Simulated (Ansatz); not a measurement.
This geometry of CH5Al + H3P (11 atoms, charge 0, multiplicity 1) is a first-order saddle point.

Theory: RKS PBE0/def2-SVP in Ansatz.

```xyz
11
Properties=species:S:1:pos:R:3
Al 0.076 -0.459 0.253
C -0.077 0.091 2.286
H -1.015 -0.030 2.848
H 0.777 -0.112 2.948
H -0.021 1.162 2.007
H 1.572 -0.276 -0.232
H -1.245 -0.037 -0.513
P -0.234 -2.934 1.059
H -1.111 -2.913 -0.065
H 0.968 -3.092 0.309
H -0.171 -1.312 1.733
```

Question: Which two structures does it join? (They come from a converged band through this point; their orientation in space is the band's.)

Answer: Bonds broken: Al1–C2, P8–H11. Bonds formed: Al1–P8, C2–H11. CH5Al + H3P becomes AlH4P + CH4.

Initial state:

```xyz
11
Properties=species:S:1:pos:R:3
Al 0.014 -0.118 0.425
C 0.029 0.454 2.302
H -0.916 0.246 2.829
H 0.855 0.014 2.882
H 0.171 1.550 2.335
H 1.386 -0.391 -0.342
H -1.340 -0.080 -0.418
P -0.319 -3.422 0.827
H -0.829 -2.842 -0.374
H 1.036 -3.068 0.547
H -0.567 -2.254 1.623
```

Final state:

```xyz
11
Properties=species:S:1:pos:R:3
Al 0.106 -0.857 -0.005
C -0.121 0.240 2.688
H -0.914 0.453 3.419
H 0.867 0.447 3.118
H -0.281 0.891 1.814
H 1.583 -0.268 0.027
H -1.127 0.024 -0.490
P -0.237 -3.124 0.473
H -1.113 -3.333 -0.636
H 0.941 -3.552 -0.212
H -0.186 -0.834 2.438
```

Question: How far does it lie above each of them?

Answer: 22.4 kcal/mol above the first and 35.8 kcal/mol above the second. This is the barrier of this one path; another mechanism may lie lower. The orbitals stay closed-shell, which can raise the energy where a bond breaks towards radicals; this wasn't checked here.

Time of the run: 2.1 min on 2 threads of Arm Neoverse V2, on a shared host, peak memory 0.17 GiB.
